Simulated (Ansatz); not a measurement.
**SiPN (triplet): wB97M-V, B2PLYP over vertical spin and charge gaps, def2-QZVPP**

Aim: run SiPN (triplet) with these functionals over vertical spin and charge gaps, and hold them against the top wave-function level at the same points.

Method: def2-QZVPP, all electrons in the functionals, frozen cores in the correlation of double hybrids and RPA; program: Ansatz 0.2.0, Gaussian basis.

To be run: wB97M-V, B2PLYP, at charge 0, triplet; charge 0, singlet; charge 0, quintet; charge 1, doublet; charge 1, quartet.

2 further runs of the same task are left out: 2 set aside as unsound or not needed.

## Step 1: The geometry

The geometry is a PBE0/def2-TZVP stationary point (not a proven minimum).

3 atoms, charge 0, spin multiplicity 3.

Atoms are counted from 1 here; the program's logs count them from 0.

Bond lengths: P1–N2 1.590 Å, N2–Si3 1.609 Å. Angles: P1–N2–Si3 180.0°.

No dispersion term is added; wB97M-V holds VV10 nonlocal correlation.

The geometry shown and the zero of energy belong to the point charge 0, triplet. The yardstick, UCCSD(T), and other wave-function levels (R restricted, U unrestricted, valence and pair active spaces) come from earlier runs.

## Step 2: wB97M-V, charge 0, triplet

in.yaml reads:

```yaml
crystal:
  periodic: [false, false, false]
  atoms:
    - {symbol: P, position_ang: [0.000000, 0.000000, -1.596600]}
    - {symbol: N, position_ang: [0.000000, 0.000000, -0.006400]}
    - {symbol: Si, position_ang: [0.000000, 0.000000, 1.603000]}
basis:
  gaussian: {orbitals: "def2-QZVPP.json"}
magnetization: {spin_polarized: true, initial_magnetization: 2}
hamiltonian: {xc: {name: wB97M-V}}
output: {orbitals: {seedname: orbitals}}
```

Launch:

```
$ ansatz run in.yaml --threads 1 --pin off --events-out ev --progress --plain --max-ram 2393MiB
```

Log, shortened:

```text
Functional definition: wB97M-V
  name "wB97M-V"
  cite "Mardirossian & Head-Gordon, J. Chem. Phys. 144, 214110 (2016) doi:10.1063/1.4952647"
  cite "Becke, J. Chem. Phys. 107, 8554 (1997) doi:10.1063/1.475007"
  cite "Vydrov & Van Voorhis, J. Chem. Phys. 133, 244103 (2010) doi:10.1063/1.3521275"
  # Of w^i u^j: cxij and so on, Table III.
[...]
  gx(w, u) = 1 - cx + cx01*u + cx10*w
  gss(w, u) = css00 + css04*u^4 + css10*w + css20*w^2 + css43*w^4*u^3
  gos(w, u) = cos00 + cos10*w + (cos20 + cos21*u)*w^2 + (cos60 + cos61*u)*w^6
[...]
      + integral(e_c_pw_mod_opposite_spin*gos(b97_w_opposite, b97_u_opposite)) + vv10(b, c)
866 factors; their error is unknown
168 factors; integrals over basis functions are off by at most 6.5e-5 eV
[...]
mean field -18655.10420977 eV, -685.5624348254 hartree, gradient 4.6e-5 eV, S^2 2.029001; 0 other end points of the search recorded, 0 dependent functions left out
reference -18655.10424787 eV, -685.5624362255 hartree; 19, 17 occupied and 178, 180 virtual orbitals, 866 factors
Total energy: -18655.10424787 eV, -685.5624362255 hartree
```

Run time: 15 s. Hardware: 1 thread of Intel Xeon Platinum 8488C, shared host; peak memory 0.59 GiB.

From the report: ⟨S²⟩ of the determinant 2.029 (pure triplet: 2.00).

## Step 3: wB97M-V, charge 0, singlet

in.yaml: that of step 2 with these lines changed.

```diff
@@ -8,3 +8,3 @@
   gaussian: {orbitals: "def2-QZVPP.json"}
-magnetization: {spin_polarized: true, initial_magnetization: 2}
+magnetization: {spin_polarized: true, initial_magnetization: 0}
 hamiltonian: {xc: {name: wB97M-V}}
```

The command is unchanged.

Log, shortened:

```text
Functional definition: wB97M-V
  name "wB97M-V"
  cite "Mardirossian & Head-Gordon, J. Chem. Phys. 144, 214110 (2016) doi:10.1063/1.4952647"
  cite "Becke, J. Chem. Phys. 107, 8554 (1997) doi:10.1063/1.475007"
  cite "Vydrov & Van Voorhis, J. Chem. Phys. 133, 244103 (2010) doi:10.1063/1.3521275"
  # Of w^i u^j: cxij and so on, Table III.
[...]
  gx(w, u) = 1 - cx + cx01*u + cx10*w
  gss(w, u) = css00 + css04*u^4 + css10*w + css20*w^2 + css43*w^4*u^3
  gos(w, u) = cos00 + cos10*w + (cos20 + cos21*u)*w^2 + (cos60 + cos61*u)*w^6
[...]
      + integral(e_c_pw_mod_opposite_spin*gos(b97_w_opposite, b97_u_opposite)) + vv10(b, c)
866 factors; their error is unknown
168 factors; integrals over basis functions are off by at most 6.5e-5 eV
[...]
mean field -18654.81796402 eV, -685.5519154878 hartree, gradient 1.5e-5 eV, S^2 1.017896; 6 other end points of the search recorded, 0 dependent functions left out
reference -18654.81800225 eV, -685.5519168929 hartree; 18, 18 occupied and 179, 179 virtual orbitals, 866 factors
Total energy: -18654.81800225 eV, -685.5519168929 hartree
```

Run time: 77 s. Hardware: 1 thread of Intel Xeon Platinum 8488C, shared host; peak memory 0.78 GiB.

From the report: ⟨S²⟩ of the determinant 1.018 (pure singlet: 0.00). The determinant is far from a pure spin state, so its energy mixes those of several spin states (harmless only where they are near-degenerate, as at dissociation).

From charge 0, triplet: +6.6 kcal/mol.

## Step 4: wB97M-V, charge 0, quintet

in.yaml: that of step 3 with these lines changed.

```diff
@@ -8,3 +8,3 @@
   gaussian: {orbitals: "def2-QZVPP.json"}
-magnetization: {spin_polarized: true, initial_magnetization: 0}
+magnetization: {spin_polarized: true, initial_magnetization: 4}
 hamiltonian: {xc: {name: wB97M-V}}
```

Same command.

Log, shortened:

```text
Functional definition: wB97M-V
  name "wB97M-V"
  cite "Mardirossian & Head-Gordon, J. Chem. Phys. 144, 214110 (2016) doi:10.1063/1.4952647"
  cite "Becke, J. Chem. Phys. 107, 8554 (1997) doi:10.1063/1.475007"
  cite "Vydrov & Van Voorhis, J. Chem. Phys. 133, 244103 (2010) doi:10.1063/1.3521275"
  # Of w^i u^j: cxij and so on, Table III.
[...]
  gx(w, u) = 1 - cx + cx01*u + cx10*w
  gss(w, u) = css00 + css04*u^4 + css10*w + css20*w^2 + css43*w^4*u^3
  gos(w, u) = cos00 + cos10*w + (cos20 + cos21*u)*w^2 + (cos60 + cos61*u)*w^6
[...]
      + integral(e_c_pw_mod_opposite_spin*gos(b97_w_opposite, b97_u_opposite)) + vv10(b, c)
866 factors; their error is unknown
168 factors; integrals over basis functions are off by at most 6.5e-5 eV
[...]
mean field -18650.42863961 eV, -685.3906107912 hartree, gradient 1.4e-5 eV, S^2 6.035065; 2 other end points of the search recorded, 0 dependent functions left out
reference -18650.42867443 eV, -685.3906120707 hartree; 20, 16 occupied and 177, 181 virtual orbitals, 866 factors
Total energy: -18650.42867443 eV, -685.3906120707 hartree
```

It took 21 s on 1 thread of Intel Xeon Platinum 8488C, shared host; peak memory 0.59 GiB.

From the report: ⟨S²⟩ of the determinant 6.035 (pure quintet: 6.00).

From charge 0, triplet: +107.8 kcal/mol.

## Step 5: wB97M-V, charge 1, doublet

in.yaml: that of step 4 with these lines changed.

```diff
@@ -8,3 +8,4 @@
   gaussian: {orbitals: "def2-QZVPP.json"}
-magnetization: {spin_polarized: true, initial_magnetization: 4}
+total_charge: 1
+magnetization: {spin_polarized: true, initial_magnetization: 1}
 hamiltonian: {xc: {name: wB97M-V}}
```

Same command.

Log, shortened:

```text
Functional definition: wB97M-V
  name "wB97M-V"
  cite "Mardirossian & Head-Gordon, J. Chem. Phys. 144, 214110 (2016) doi:10.1063/1.4952647"
  cite "Becke, J. Chem. Phys. 107, 8554 (1997) doi:10.1063/1.475007"
  cite "Vydrov & Van Voorhis, J. Chem. Phys. 133, 244103 (2010) doi:10.1063/1.3521275"
  # Of w^i u^j: cxij and so on, Table III.
[...]
  gx(w, u) = 1 - cx + cx01*u + cx10*w
  gss(w, u) = css00 + css04*u^4 + css10*w + css20*w^2 + css43*w^4*u^3
  gos(w, u) = cos00 + cos10*w + (cos20 + cos21*u)*w^2 + (cos60 + cos61*u)*w^6
[...]
      + integral(e_c_pw_mod_opposite_spin*gos(b97_w_opposite, b97_u_opposite)) + vv10(b, c)
866 factors; their error is unknown
168 factors; integrals over basis functions are off by at most 6.5e-5 eV
[...]
mean field -18647.69382695 eV, -685.2901082794 hartree, gradient 7.1e-5 eV, S^2 0.757476; 0 other end points of the search recorded, 0 dependent functions left out
reference -18647.69387048 eV, -685.2901098791 hartree; 18, 17 occupied and 179, 180 virtual orbitals, 866 factors
Total energy: -18647.69387048 eV, -685.2901098791 hartree
```

It took 16 s on 1 thread of Intel Xeon Platinum 8488C, shared host; peak memory 0.59 GiB.

From the report: ⟨S²⟩ of the determinant 0.757 (pure doublet: 0.75).

From charge 0, triplet: +170.9 kcal/mol.

## Step 6: wB97M-V, charge 1, quartet

in.yaml: that of step 5 with these lines changed.

```diff
@@ -9,3 +9,3 @@
 total_charge: 1
-magnetization: {spin_polarized: true, initial_magnetization: 1}
+magnetization: {spin_polarized: true, initial_magnetization: 3}
 hamiltonian: {xc: {name: wB97M-V}}
```

Same command.

Log, shortened:

```text
Functional definition: wB97M-V
  name "wB97M-V"
  cite "Mardirossian & Head-Gordon, J. Chem. Phys. 144, 214110 (2016) doi:10.1063/1.4952647"
  cite "Becke, J. Chem. Phys. 107, 8554 (1997) doi:10.1063/1.475007"
  cite "Vydrov & Van Voorhis, J. Chem. Phys. 133, 244103 (2010) doi:10.1063/1.3521275"
  # Of w^i u^j: cxij and so on, Table III.
[...]
  gx(w, u) = 1 - cx + cx01*u + cx10*w
  gss(w, u) = css00 + css04*u^4 + css10*w + css20*w^2 + css43*w^4*u^3
  gos(w, u) = cos00 + cos10*w + (cos20 + cos21*u)*w^2 + (cos60 + cos61*u)*w^6
[...]
      + integral(e_c_pw_mod_opposite_spin*gos(b97_w_opposite, b97_u_opposite)) + vv10(b, c)
866 factors; their error is unknown
168 factors; integrals over basis functions are off by at most 6.5e-5 eV
[...]
mean field -18644.30814109 eV, -685.1656866189 hartree, gradient 3.0e-5 eV, S^2 3.822164; 1 other end points of the search recorded, 0 dependent functions left out
reference -18644.30818418 eV, -685.1656882026 hartree; 19, 16 occupied and 178, 181 virtual orbitals, 866 factors
Total energy: -18644.30818418 eV, -685.1656882026 hartree
```

Wall time 27 s (1 thread of Intel Xeon Platinum 8488C, shared host); peak memory 0.6 GiB.

From the report: ⟨S²⟩ of the determinant 3.822 (pure quartet: 3.75).

From charge 0, triplet: +249.0 kcal/mol.

## Step 7: B2PLYP, charge 0, triplet

in.yaml reads:

```yaml
crystal:
  periodic: [false, false, false]
  atoms:
    - {symbol: P, position_ang: [0.000000, 0.000000, -1.596600]}
    - {symbol: N, position_ang: [0.000000, 0.000000, -0.006400]}
    - {symbol: Si, position_ang: [0.000000, 0.000000, 1.603000]}
basis:
  gaussian: {orbitals: "def2-QZVPP.json"}
magnetization: {spin_polarized: true, initial_magnetization: 2}
hamiltonian: {xc: {name: B2PLYP}}
correlation: {electrons: outside_noble_gas}
```

Same command.

Log, shortened:

```text
Functional definition: B2PLYP
  name "B2PLYP"
  cite "Grimme, J. Chem. Phys. 124, 034108 (2006) doi:10.1063/1.2148954"
  cite "Becke, Phys. Rev. A 38, 3098 (1988) doi:10.1103/PhysRevA.38.3098"
  cite "Lee, Yang & Parr, Phys. Rev. B 37, 785 (1988) doi:10.1103/PhysRevB.37.785"
[...]
1183 factors; integrals over basis functions are off by at most 8.9e-4 eV
[...]
mean field -18645.21460670 eV, -685.1989986160 hartree, gradient 9.2e-6 eV, S^2 2.060453; 2 other end points of the search recorded, 0 dependent functions left out
11 core orbitals not correlated: weight in the atoms' cores, before any rotation towards them, 1.000 or more for the frozen orbitals, at most 0.000 for the correlated occupied ones
reference -18645.21473378 eV, -685.1990032860 hartree; 8, 6 occupied and 178, 180 virtual orbitals, 1183 factors
second order -14.60091182 eV of doubles, -0.00000000 eV of singles
Total energy: -18649.15697997 eV, -685.3438781614 hartree
```

Run time: 15 s. Hardware: 1 thread of Intel Xeon Platinum 8488C, shared host; peak memory 0.5 GiB.

From the report: ⟨S²⟩ of the determinant 2.060 (pure triplet: 2.00).

## Step 8: B2PLYP, charge 0, singlet

in.yaml: that of step 7 with these lines changed.

```diff
@@ -8,3 +8,3 @@
   gaussian: {orbitals: "def2-QZVPP.json"}
-magnetization: {spin_polarized: true, initial_magnetization: 2}
+magnetization: {spin_polarized: true, initial_magnetization: 0}
 hamiltonian: {xc: {name: B2PLYP}}
```

Same command.

Log, shortened:

```text
Functional definition: B2PLYP
  name "B2PLYP"
  cite "Grimme, J. Chem. Phys. 124, 034108 (2006) doi:10.1063/1.2148954"
  cite "Becke, Phys. Rev. A 38, 3098 (1988) doi:10.1103/PhysRevA.38.3098"
  cite "Lee, Yang & Parr, Phys. Rev. B 37, 785 (1988) doi:10.1103/PhysRevB.37.785"
[...]
1183 factors; integrals over basis functions are off by at most 8.9e-4 eV
[...]
mean field -18644.96978461 eV, -685.1900015701 hartree, gradient 2.4e-6 eV, S^2 1.044893; 7 other end points of the search recorded, 0 dependent functions left out
11 core orbitals not correlated: weight in the atoms' cores, before any rotation towards them, 1.000 or more for the frozen orbitals, at most 0.000 for the correlated occupied ones
reference -18644.96991021 eV, -685.1900061858 hartree; 7, 7 occupied and 179, 179 virtual orbitals, 1183 factors
second order -14.70740646 eV of doubles, -0.00000000 eV of singles
Total energy: -18648.94090996 eV, -685.3359377347 hartree
```

It took 49 s on 1 thread of Intel Xeon Platinum 8488C, shared host; peak memory 0.54 GiB.

From the report: ⟨S²⟩ of the determinant 1.045 (pure singlet: 0.00). The determinant is far from a pure spin state, so its energy mixes those of several spin states (harmless only where they are near-degenerate, as at dissociation).

From charge 0, triplet: +5.0 kcal/mol.

## Step 9: B2PLYP, charge 0, quintet

in.yaml: that of step 8 with these lines changed.

```diff
@@ -8,3 +8,3 @@
   gaussian: {orbitals: "def2-QZVPP.json"}
-magnetization: {spin_polarized: true, initial_magnetization: 0}
+magnetization: {spin_polarized: true, initial_magnetization: 4}
 hamiltonian: {xc: {name: B2PLYP}}
```

Same command.

Log, shortened:

```text
Functional definition: B2PLYP
  name "B2PLYP"
  cite "Grimme, J. Chem. Phys. 124, 034108 (2006) doi:10.1063/1.2148954"
  cite "Becke, Phys. Rev. A 38, 3098 (1988) doi:10.1103/PhysRevA.38.3098"
  cite "Lee, Yang & Parr, Phys. Rev. B 37, 785 (1988) doi:10.1103/PhysRevB.37.785"
[...]
1183 factors; integrals over basis functions are off by at most 8.9e-4 eV
[...]
mean field -18641.06539988 eV, -685.0465180778 hartree, gradient 3.5e-6 eV, S^2 6.079574; 2 other end points of the search recorded, 0 dependent functions left out
11 core orbitals not correlated: weight in the atoms' cores, before any rotation towards them, 1.000 or more for the frozen orbitals, at most 0.000 for the correlated occupied ones
reference -18641.06552246 eV, -685.0465225824 hartree; 9, 5 occupied and 177, 181 virtual orbitals, 1183 factors
second order -13.40939817 eV of doubles, -0.00000000 eV of singles
Total energy: -18644.68605996 eV, -685.1795748816 hartree
```

Run time: 34 s. Hardware: 1 thread of Intel Xeon Platinum 8488C, shared host; peak memory 0.61 GiB.

From the report: ⟨S²⟩ of the determinant 6.080 (pure quintet: 6.00).

From charge 0, triplet: +103.1 kcal/mol.

## Step 10: B2PLYP, charge 1, doublet

in.yaml: that of step 9 with these lines changed.

```diff
@@ -8,3 +8,4 @@
   gaussian: {orbitals: "def2-QZVPP.json"}
-magnetization: {spin_polarized: true, initial_magnetization: 4}
+total_charge: 1
+magnetization: {spin_polarized: true, initial_magnetization: 1}
 hamiltonian: {xc: {name: B2PLYP}}
```

The command is unchanged.

Log, shortened:

```text
Functional definition: B2PLYP
  name "B2PLYP"
  cite "Grimme, J. Chem. Phys. 124, 034108 (2006) doi:10.1063/1.2148954"
  cite "Becke, Phys. Rev. A 38, 3098 (1988) doi:10.1103/PhysRevA.38.3098"
  cite "Lee, Yang & Parr, Phys. Rev. B 37, 785 (1988) doi:10.1103/PhysRevB.37.785"
[...]
1183 factors; integrals over basis functions are off by at most 8.9e-4 eV
[...]
mean field -18637.84825805 eV, -684.9282902959 hartree, gradient 7.1e-6 eV, S^2 0.765928; 0 other end points of the search recorded, 0 dependent functions left out
11 core orbitals not correlated: weight in the atoms' cores, before any rotation towards them, 1.000 or more for the frozen orbitals, at most 0.000 for the correlated occupied ones
reference -18637.84839277 eV, -684.9282952468 hartree; 7, 6 occupied and 179, 180 virtual orbitals, 1183 factors
second order -13.79485880 eV of doubles, -0.00000000 eV of singles
Total energy: -18641.57300464 eV, -685.0651722086 hartree
```

It took 19 s on 1 thread of Intel Xeon Platinum 8488C, shared host; peak memory 0.63 GiB.

From the report: ⟨S²⟩ of the determinant 0.766 (pure doublet: 0.75).

From charge 0, triplet: +174.9 kcal/mol.

## Step 11: B2PLYP, charge 1, quartet

in.yaml: that of step 10 with these lines changed.

```diff
@@ -9,3 +9,3 @@
 total_charge: 1
-magnetization: {spin_polarized: true, initial_magnetization: 1}
+magnetization: {spin_polarized: true, initial_magnetization: 3}
 hamiltonian: {xc: {name: B2PLYP}}
```

Same command.

Log, shortened:

```text
Functional definition: B2PLYP
  name "B2PLYP"
  cite "Grimme, J. Chem. Phys. 124, 034108 (2006) doi:10.1063/1.2148954"
  cite "Becke, Phys. Rev. A 38, 3098 (1988) doi:10.1103/PhysRevA.38.3098"
  cite "Lee, Yang & Parr, Phys. Rev. B 37, 785 (1988) doi:10.1103/PhysRevB.37.785"
[...]
1183 factors; integrals over basis functions are off by at most 8.9e-4 eV
[...]
mean field -18634.87559758 eV, -684.8190470386 hartree, gradient 7.2e-6 eV, S^2 3.903804; 4 other end points of the search recorded, 0 dependent functions left out
11 core orbitals not correlated: weight in the atoms' cores, before any rotation towards them, 1.000 or more for the frozen orbitals, at most 0.000 for the correlated occupied ones
reference -18634.87573450 eV, -684.8190520704 hartree; 8, 5 occupied and 178, 181 virtual orbitals, 1183 factors
second order -13.63387557 eV of doubles, -0.00000000 eV of singles
Total energy: -18638.55688090 eV, -684.9543317056 hartree
```

Run time: 34 s. Hardware: 1 thread of Intel Xeon Platinum 8488C, shared host; peak memory 0.62 GiB.

From the report: ⟨S²⟩ of the determinant 3.904 (pure quartet: 3.75).

From charge 0, triplet: +244.4 kcal/mol.

## Step 12: Against the wave-function levels

No level is safe as a reference over these points; UCCSD(T) serves as a yardstick only. It comes from earlier runs at the same points. Energies in kcal/mol, counted from charge 0, triplet; blanks weren't run or aren't comparable.

```csv
level,triplet to singlet,triplet to quintet,ionisation to the doublet cation,ionisation to the quartet cation
UCCSD(T),,100.1,175.8,243.7
wB97M-V,6.6,107.8,170.9,249.0
B2PLYP,5.0,103.1,174.9,244.4
```

Largest miss and mean time a point (UCCSD(T) took 1.8 min a point; shared hosts):

| level | largest miss (kcal/mol) | where | time a point |
| --- | --- | --- | --- |
| wB97M-V | +7.7 | triplet to quintet | 31 s |
| B2PLYP | +3.0 | triplet to quintet | 30 s |

## Step 13: Summary of results

```
                                  quantity                               value
              triplet to quintet, UCCSD(T)                      100.1 kcal/mol
ionisation to the doublet cation, UCCSD(T)                      175.8 kcal/mol
ionisation to the quartet cation, UCCSD(T)                      243.7 kcal/mol
                     largest miss, wB97M-V  +7.7 kcal/mol (triplet to quintet)
                      largest miss, B2PLYP  +3.0 kcal/mol (triplet to quintet)
```

What this shows: Misses are known at 3 of 4 points at best, and only functionals with that many are ranked. Of the functionals, B2PLYP keep the smallest largest miss at the points compared (at most 3.0 kcal/mol) and wB97M-V strays most (7.7 kcal/mol, at triplet to quintet). wB97M-V, B2PLYP clearly break the spin symmetry at some points (⟨S²⟩ up to 1.04 above the pure value), so energy there is bought with a mixed spin. Functionals and the yardstick converge differently with the basis, so part of each miss in def2-QZVPP is the basis. The yardstick itself may be off where one determinant is a poor start.
